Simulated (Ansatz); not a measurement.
Mulliken charges of `FCOC(F)F` from r2SCAN/def2-TZVPP in Ansatz (PBE0-D4/def2-TZVP geometry).

```csv
atom,x (Å),y (Å),z (Å),charge (e)
F1,0.746,-1.761,-0.061,-0.228
C2,0.195,-0.786,-0.853,0.255
O3,-0.779,-0.092,-0.154,-0.264
C4,-0.311,0.762,0.807,0.415
F5,0.309,1.820,0.233,-0.199
F6,-1.375,1.217,1.466,-0.179
H7,1.006,-0.129,-1.181,0.071
H8,-0.308,-1.263,-1.693,0.065
H9,0.390,0.291,1.503,0.065
```

Task: By hand: the dipole of these point charges (1 e Å = 4.8032 D).

Result: Σ q r = (0.218, -0.111, -0.233) e Å, of length 0.338 e Å = 1.62 D.

Task: How does the dipole of the full density compare? (An estimate is asked.)

Result: The calculation gave: (0.214, -0.118, -0.203) e Å, 1.53 D; the point charges give 1.06 times that, at 4° from its direction.

Point charges leave out the atoms' own dipoles, such as those of lone pairs, and Mulliken's split depends on the basis, so the close match here is no proof of good charges.
